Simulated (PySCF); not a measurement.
**Basis-set dependence of excited states**

Species: NH3O.
Geometry (PBE0-D3(BJ)/def2-SVP, Å), atoms numbered from 1 in this order:
```xyz
5
H3NO angstrom
N     -0.007    0.004   -0.005
O     -0.967    0.532   -0.721
H      0.968    0.246   -0.308
H     -0.006    0.263    1.012
H      0.012   -1.045    0.022
```

TDDFT with PBE0 (PySCF), vertical singlets, core orbitals frozen in the response, spherical d and f functions. Isolated species at its PBE0-D3(BJ)/def2-SVP geometry, gas phase.

Task: How do the low singlets change with the basis? Take 6-31G*, 6-31+G*, def2-SVP, def2-SVPD, aug-cc-pVDZ, def2-TZVP, def2-TZVPD and aug-cc-pVTZ.

Result: 

| basis | functions | diffuse | S1 (eV) | S2 (eV) | S3 (eV) | S4 (eV) | S5 (eV) | LUMO (eV) | α (au) |
| --- | --- | --- | --- | --- | --- | --- | --- | --- | --- |
| 6-31G* | 34 | no | 5.03 | 5.03 | 6.83 | 6.99 | 6.99 | 1.10 | 14.4 |
| 6-31+G* | 42 | yes | 4.48 | 4.48 | 6.36 | 6.36 | 6.49 | -0.40 | 16.8 |
| def2-SVP | 43 | no | 4.50 | 4.50 | 6.31 | 6.39 | 6.39 | 0.53 | 14.3 |
| def2-SVPD | 67 | yes | 4.78 | 4.78 | 6.54 | 6.54 | 6.54 | -0.23 | 20.5 |
| aug-cc-pVDZ | 73 | yes | 4.17 | 4.17 | 5.66 | 5.66 | 5.70 | -0.93 | 20.6 |
| def2-TZVP | 80 | no | 4.55 | 4.55 | 6.44 | 6.49 | 6.49 | -0.11 | 16.7 |
| def2-TZVPD | 104 | yes | 4.39 | 4.40 | 6.17 | 6.17 | 6.20 | -0.61 | 21.2 |
| aug-cc-pVTZ | 161 | yes | 4.19 | 4.19 | 5.65 | 5.65 | 5.69 | -0.93 | 21.3 |

States are compared by their number. Against the largest diffuse basis here (aug-cc-pVTZ, itself not a converged limit), sets without diffuse functions differ by up to 0.84 eV in S1 and 1.30 eV in S5; the smaller diffuse sets differ by up to 0.59 and 0.86 eV. State by state, the largest deviation of a set without diffuse functions is S1 0.84, S2 0.84, S3 1.19, S4 1.34, S5 1.30 eV. The same number needn't mean the same state in each row. Against aug-cc-pVTZ the polarisability deviates by -32% in 6-31G*, -21% in 6-31+G*, -33% in def2-SVP, -4% in def2-SVPD, -3% in aug-cc-pVDZ, -22% in def2-TZVP, 0% in def2-TZVPD. A single + in a Pople set puts diffuse functions on heavy atoms only.
